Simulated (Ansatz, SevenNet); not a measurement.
For 2H WS2, the machine-learned potential SevenNet-0 (trained on PBE and PBE+U data) gives:

```
Item                   Value
------------------  --------
lattice constant a   3.188 Å
c axis length       15.635 Å
```

Problem. What does r²SCAN (plane waves, PAW; Ansatz, a first-principles code) give for the same quantities?

Solution. 
- lattice constant a: 3.182 Å (falls by 0.2 %)
- lattice parameter c: 13.074 Å (falls by 16 %)

For comparison: lattice constant a 3.153 Å (measured, 300 K, no zero-point or thermal correction; as tabulated in arXiv:1605.07067); lattice parameter c 12.323 Å (measured, 300 K, no zero-point or thermal correction; as tabulated in arXiv:1605.07067).

Changes are worked out from the printed values.

Unless a cell is named, each level is at its own relaxed cell (SevenNet-0 22.93, r²SCAN 19.10 Å³/atom).

Levels without +SOC leave out spin–orbit coupling, which shifts energies and cells of such heavy elements.

Caveats: the cell comes from a level without a dispersion term, which matters for the spacing of layers, chains or molecules (r²SCAN); the cell moved over 20 % in volume from its start (SevenNet-0). Ansatz's density-functional and Hartree–Fock values are scalar-relativistic unless marked +SOC, with PAW data made under PBE.
